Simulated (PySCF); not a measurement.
Species: SF4.
Atom-mapped SMILES: `[F:1][S:2]([F:3])([F:4])[F:5]`

Geometry (PBE0-D3(BJ)/def2-SVP, Å), atoms numbered from 1 in this order:
```
atom  x, y, z in Å
F1    -0.0449    1.3169   -0.0745
S2    -0.2902   -0.2097    0.2543
F3    -1.2616   -0.2652   -1.0878
F4     0.8364   -0.0534    1.4613
F5     0.8352   -0.8990   -0.6154
```

Computed with PySCF 2.14.0, density-fitted response routines, TDDFT PBE0/def2-SVPD, vertical, gas phase, core orbitals frozen in the response.

Q: Predict the UV-vis stick spectrum at this level.

A: 

```json
{"state": "S1", "λ (nm)": "192.0", "E (eV)": "6.46", "f": "0.042", "symmetry": "B1 or B2", "main configurations (H = HOMO, L = LUMO)": "H→L (98%)"}
{"state": "S2", "λ (nm)": "156.6", "E (eV)": "7.92", "f": "0.0017", "symmetry": "–", "main configurations (H = HOMO, L = LUMO)": "H-2→L (80%), H-1→L (19%)"}
{"state": "S3", "λ (nm)": "156.3", "E (eV)": "7.93", "f": "0.0078", "symmetry": "B1 or B2", "main configurations (H = HOMO, L = LUMO)": "H-1→L (77%), H-2→L (20%)"}
{"state": "S4", "λ (nm)": "155.2", "E (eV)": "7.99", "f": "0.039", "symmetry": "A1", "main configurations (H = HOMO, L = LUMO)": "H→L+1 (97%)"}
{"state": "S5", "λ (nm)": "145.5", "E (eV)": "8.52", "f": "0.0016", "symmetry": "–", "main configurations (H = HOMO, L = LUMO)": "H-4→L (99%)"}
{"state": "S6", "λ (nm)": "143.3", "E (eV)": "8.65", "f": "0.0001", "symmetry": "–", "main configurations (H = HOMO, L = LUMO)": "H-3→L (94%)"}
{"state": "S7", "λ (nm)": "129.1", "E (eV)": "9.60", "f": "0.0099", "symmetry": "A1", "main configurations (H = HOMO, L = LUMO)": "H-5→L (96%)"}
{"state": "S8", "λ (nm)": "128.8", "E (eV)": "9.63", "f": "0.0001", "symmetry": "–", "main configurations (H = HOMO, L = LUMO)": "H-1→L+1 (83%), H-6→L (13%)"}
{"state": "S9", "λ (nm)": "127.9", "E (eV)": "9.69", "f": "0.063", "symmetry": "B1 or B2", "main configurations (H = HOMO, L = LUMO)": "H-2→L+1 (49%), H→L+3 (46%)"}
{"state": "S10", "λ (nm)": "127.1", "E (eV)": "9.76", "f": "0.0016", "symmetry": "–", "main configurations (H = HOMO, L = LUMO)": "H→L+2 (97%)"}
```

Triplets (Tamm–Dancoff): T1 4.68 eV, H→L (97%); T2 7.40 eV, H→L+1 (96%); T3 7.42 eV, H-1→L (97%); T4 7.68 eV, H-2→L (95%).

The lowest singlet lies at 6.46 eV (192 nm, vacuum ultraviolet) and is of moderate strength; its leading configuration is HOMO→LUMO (98%). The strongest level in the table is S9 at 9.69 eV (128 nm, f = 0.063). Löwdin shares by element: HOMO fluorine 62% or more, sulfur 33%; LUMO sulfur 58%, fluorine 36% or more. The listed states span 3.30 eV, and the widest gap between neighbours is 1.46 eV (S1 to S2). The oscillator strengths of these states sum to 0.166; summed over the whole spectrum of an exact calculation they would give the number of electrons, 52 (Thomas–Reiche–Kuhn). Orbital energies (eV): HOMO-3 -12.64, HOMO-2 -12.32, HOMO-1 -12.12, HOMO -10.23, LUMO -2.47, LUMO+1 -0.45, LUMO+2 0.70. The vertical ionisation energy (ΔSCF) is 12.88 eV, 3.12 eV above S10. Symmetry labels in C2v follow from the direction of the transition dipole and are given only for states with f of 0.002 or more; B1 and B2 swap with the choice of axes. Only the lowest 10 singlets were computed, as vertical energies without vibronic structure.
